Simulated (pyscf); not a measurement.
Optimised with ωB97X-D3(BJ)/def2-SVP in PySCF. MP2 and CC: frozen core, UHF for open shells. ΔMP2 is the change of the MP2 total energy from the triple- to the quadruple-zeta basis.

### Question
For the elementary gas-phase step F–GeH: (SMILES [F][GeH]) [singlet] + H₂O (SMILES O) -> HO–GeH₂–F (SMILES [OH][GeH2][F]) (singlet surface; H–O broken, Ge–O, Ge–H formed), what barrier and reaction energy does CCSD(T)/def2-TZVPP + ΔMP2(QZVPP) give, measured from the separated reactants?

### Answer
ΔE‡ = 104.5 kJ/mol, ΔE = -158.3 kJ/mol. Zero-point energy shifts the barrier by -0.8 kJ/mol. It is an insertion, with an imaginary mode of 1537i cm⁻¹. On the reactant side the descent ends in an adduct with a Ge–O contact, 68.5 kJ/mol under the separated species and 169.1 kJ/mol under the saddle at ωB97X-D3(BJ)/def2-TZVP. What is counted as formed (Ge–O) is already present as a longer contact in the reactant adduct; forming that adduct is a step of its own. The same reactants have a lower exit, to HO–GeH: [singlet] + HF (highest point, the separated products, at +23.1 kJ/mol at ωB97M-D3(BJ), against +111.0 kJ/mol here). This is the saddle that the search found; another between the same sides may lie lower. The CCSD(T) − MP2 part came from Ansatz, without density fitting, on the same reference. The frozen core leaves the outer d or s,p core shells of the metals and heavy elements correlated in the MP2 and CC values, and def2-TZVPP describes them poorly, which can shift differences by a few kcal/mol. Elements up to Kr have no core potential and no relativistic terms here.
